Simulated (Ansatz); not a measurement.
Input for Ansatz (development build ahead of 0.2.0):

```yaml
crystal:
  periodic: [false, false, false]
  atoms:
    - { symbol: Li, position_ang: [0.0, 0.0, 0.0] }
    - { symbol: F, position_ang: [0.0, 0.0, 2.34] }
basis:
  gaussian: { orbitals: pcseg-2 }
hamiltonian:
  xc: hf
```

The input is written out in the form of the current development build from the run's settings.

Output:

| Item | Value |
| --- | --- |
| Converged | yes |
| Total energy | -106.91622 hartree |
| Spin squared of the determinant | 0.000 |
| Stability test | minimum among restricted orbitals |
